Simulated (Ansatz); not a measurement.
**[SiH3]+ (SMILES [SiH3+]): methods side by side**

[SiH3]+: 4 atoms, total charge +1, spin state singlet. As SMILES, `[SiH3+]`. Geometry: relaxed at PBE0-D4/def2-TZVP.

```tsv
atom	x (Å)	y (Å)	z (Å)
Si	0.0000	0.0000	0.0000
H	0.6869	0.6754	1.1130
H	-0.1184	-1.4672	-0.0099
H	-0.5685	0.7917	-1.1031
```

Each level gives the energy change with the Si1–H3 bond stretched from 1.472 to 2.208 Å (eV). The values are calculated.

```json
{"level": "HF/6-31G* (spherical functions) (restricted)", "kind": "Hartree–Fock", "program": "Ansatz", "value (eV)": "2.56", "less FCI/6-31G*": "+0.60", "CPU time (all runs)": "0.3 s"}
{"level": "SVWN5/6-31G* (spherical functions) (restricted)", "kind": "LDA", "program": "Ansatz", "value (eV)": "1.88", "less FCI/6-31G*": "-0.08", "CPU time (all runs)": "1.1 s"}
{"level": "PBE/6-31G* (spherical functions) (restricted)", "kind": "GGA", "program": "Ansatz", "value (eV)": "1.93", "less FCI/6-31G*": "-0.03", "CPU time (all runs)": "1.6 s"}
{"level": "BHLYP/6-31G* (spherical functions) (restricted)", "kind": "global hybrid", "program": "Ansatz", "value (eV)": "2.34", "less FCI/6-31G*": "+0.38", "CPU time (all runs)": "1.6 s"}
{"level": "wB97X/6-31G* (spherical functions) (restricted)", "kind": "range-separated hybrid", "program": "Ansatz", "value (eV)": "2.30", "less FCI/6-31G*": "+0.34", "CPU time (all runs)": "7.8 s"}
{"level": "B2PLYP/6-31G* (spherical functions) (restricted)", "kind": "double hybrid", "program": "Ansatz", "value (eV)": "2.19", "less FCI/6-31G*": "+0.23", "CPU time (all runs)": "2.4 s"}
{"level": "MP2/6-31G* (spherical functions) (restricted)", "kind": "perturbation theory", "program": "Ansatz", "value (eV)": "2.27", "less FCI/6-31G*": "+0.31", "CPU time (all runs)": "0.33 s"}
{"level": "CCSDT/6-31G* (spherical functions) (restricted)", "kind": "coupled cluster or CI", "program": "Ansatz", "value (eV)": "1.97", "less FCI/6-31G*": "+0.01", "CPU time (all runs)": "0.91 s"}
{"level": "FCI/3-21G", "kind": "exact in the basis", "program": "Ansatz", "value (eV)": "1.68", "less FCI/6-31G*": "-0.28", "CPU time (all runs)": "1 s"}
{"level": "FCI/6-31G* (spherical functions)", "kind": "exact in the basis", "program": "Ansatz", "value (eV)": "1.96", "less FCI/6-31G*": "0.00", "CPU time (all runs)": "3.3 s"}
```

FCI/6-31G* (spherical functions) is exact within its basis and frozen core, so for wave-function methods in that basis the difference is their error; functionals converge differently with the basis, so for them it is only a difference. A spin-restricted reference rises too steeply as a bond breaks; here HF/6-31G*, BHLYP/6-31G*, wB97X/6-31G*, B2PLYP/6-31G*, MP2/6-31G* lie well above the multireference or unrestricted value. The first shape isn't each level's own minimum. The values span 1.68 to 2.56 eV. High-level rows in very small sets aren't better than simpler rows in larger ones. CPU times are rough (shared hosts, several kinds of processor): they show what a rung costs within a factor of a few.
